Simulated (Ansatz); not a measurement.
Reaction (atomization): `C=CC(F)F` → 3 C• + 2 F• + 4 H•

Computed with Ansatz on PBE0-D4/def2-TZVP structures; ΔE is electronic, products minus reactants. CBS: MP2 limit from def2 TZ/QZ plus the TZ coupled-cluster correction, frozen cores. This one scheme is used for every species, atoms too. Functionals use def2-TZVPP. Open shells (•) are unrestricted, without spin–orbit coupling. Spin–orbit coupling would lower the free atoms: a little for C, F. Each species was taken in one conformer, which may not be the lowest.

CCSD(T)/CBS gives +881.8 kcal/mol.

(1) Another level gave +878.0 kcal/mol. Which?
A. SCS-MP2/def2-TZVPP
B. LC-ωPBE/def2-TZVPP
C. r2SCANh/def2-TZVPP
D. B97M-V/def2-TZVPP

Largest T1 diagnostic among the species: 0.012.

Answers

(1) C. r2SCANh 878.0, LC-ωPBE 885.2, B97M-V 883.0, SCS-MP2/def2-TZVPP 871.2 kcal/mol.

The D4 term adds +5.0 kcal/mol with B3LYP and +2.6 kcal/mol with PBE0; it sums over pairs of atoms, weighted by their polarisabilities, and B3LYP, whose exchange is more repulsive, gets the larger term. From PBE to PBE0 (25 % exact exchange), in def2-TZVPP and without D4, ΔE moves by −22.8 kcal/mol: exact exchange takes away binding that semilocal exchange gives to molecules. Leaving LDA and LC-ωPBE aside and taking each functional with its dispersion term where it has one, the values, not all of them listed here, spread over 63.8 kcal/mol, from BHLYP-D4 to PBE-D4. LDA lies +122.1 kcal/mol from PBE without D4, its usual overbinding.

B3LYP here is the variant with VWN-RPA as its local correlation; programs differ in this.

For atomizations the MP2-based limit and the directly extrapolated one differ by several kJ/mol either way, and by 10 to 25 for some Ge, Se and Sn compounds, so smaller differences from it don't rank the levels.
